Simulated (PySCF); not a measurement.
Oxygen: a sound run and one with changed settings

Sound run: O [He] 2s2 2p4, O⁺ [He] 2s2 2p3. Calculation: PySCF 2.14, in cc-pVDZ-DK (3s2p1d, 14 functions); scalar relativity by spin-free X2C-1e. In the sound run the correlated levels freeze 1s2. The sound run starts from symmetry-adapted Hartree-Fock orbitals and uses a fine grid where one is needed.

A second run was set up differently.

| species | method | sound run (hartree) | changed run (hartree) | converged |
| --- | --- | --- | --- | --- |
| O | MP2 | -74.94619 | -74.89345 | yes |
| O | CCSD(T) | -74.96201 | -74.90091 | yes |
| O⁺ | MP2 | -74.47476 | -74.42137 | yes |
| O⁺ | CCSD(T) | -74.49020 | -74.42475 | yes |

Ionisation energy of O:

```csv
method,sound run (eV),changed run (eV)
UHF,11.954,11.954
MP2,12.828,12.846
SCS-MP2,12.849,12.972
CCSD,12.833,12.953
CCSD(T),12.839,12.957
```

Q: What was changed?
A. basis contracted for another Hamiltonian
B. a valence shell is frozen
C. level shift left on
D. all electrons correlated in a valence basis

A: B. Freezing a valence shell removes pair correlation that changes on ionisation.
